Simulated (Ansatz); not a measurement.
Relaxation of ClH₄NSi (7 atoms, charge 0, multiplicity 1), to a largest force component of 0.03 eV/Å in at most 50 steps.

These are results of RKS PBE0-D4/def2-SVP in Ansatz, not measurements.

```xyz
7
Properties=species:S:1:pos:R:3:forces:R:3
Si 0.051 0.064 -0.840 0.03 0.02 0.02
Cl 1.628 -0.153 2.086 0.41 0.07 -0.95
H 2.105 -0.060 0.843 -0.45 -0.07 0.93
N -0.985 1.429 -0.780 0.04 -0.03 0.01
H -1.957 1.424 -0.490 -0.02 0.03 -0.01
H -0.652 2.364 -0.993 -0.02 0.02 0.00
H -1.023 -0.939 -0.413 0.01 -0.03 0.01
```

Problem. Where does it end, and by what steps?

Solution. The forces met the threshold. The force dipped under the threshold on the way, but the program's further checks kept it going. After 36 steps the energy has fallen by 0.128 eV; Cl2 moved furthest, 1.34 Å.

| step | energy less start (eV) | largest force component (eV/Å) | accepted |
| --- | --- | --- | --- |
| 0 | 0.0000 | 0.945 | yes |
| 2 | -0.0227 | 0.572 | yes |
| 4 | -0.0396 | 0.327 | yes |
| 6 | -0.0446 | 0.071 | yes |
| 8 | -0.0497 | 0.026 | yes |
| 10 | -0.0511 | 0.145 | yes |
| 12 | -0.0538 | 0.390 | yes |
| 14 | -0.0585 | 0.215 | yes |
| 16 | -0.0639 | 0.320 | yes |
| 18 | -0.0647 | 0.338 | no |
| 20 | -0.0785 | 0.141 | yes |
| 22 | -0.0811 | 0.140 | yes |
| 24 | -0.0850 | 0.196 | yes |
| 26 | -0.0953 | 0.155 | yes |
| 28 | -0.1102 | 0.154 | yes |
| 30 | -0.1115 | 0.059 | yes |
| 32 | -0.1261 | 0.099 | yes |
| 34 | -0.1232 | 0.112 | no |
| 36 | -0.1284 | 0.016 | yes |

```xyz
7
Properties=species:S:1:pos:R:3
Si -0.476 -0.505 -0.351
Cl 2.095 0.959 1.505
H 1.413 -0.055 1.015
N -0.705 1.179 -0.499
H -1.429 1.665 -1.018
H -0.065 1.815 -0.027
H -1.665 -0.929 -1.213
```

Run time: 65 s on 1 thread of Arm Neoverse V2, with other jobs on the host, peak memory 0.13 GiB.
